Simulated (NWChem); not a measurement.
Species: LiH; SMILES [LiH]

Computed with NWChem. Pople sets run with spherical d functions. Structure relaxed at the PBE-D3(BJ)/def2-SVP level. Static field.

```csv
level,isotropic polarisability (bohr³),anisotropy (bohr³)
PBE/6-31+G*,31.8,6.1
B3LYP/6-31+G*,28.0,5.8
LC-BLYP (range parameter 0.33 per bohr)/6-31+G*,25.6,5.8
Hartree-Fock/6-31+G*,…,…
```

Task: Some entries are withheld; supply them.

Result: 
- Hartree-Fock/6-31+G*, isotropic polarisability (bohr³): 20.9
- Hartree-Fock/6-31+G*, anisotropy (bohr³): 5.1
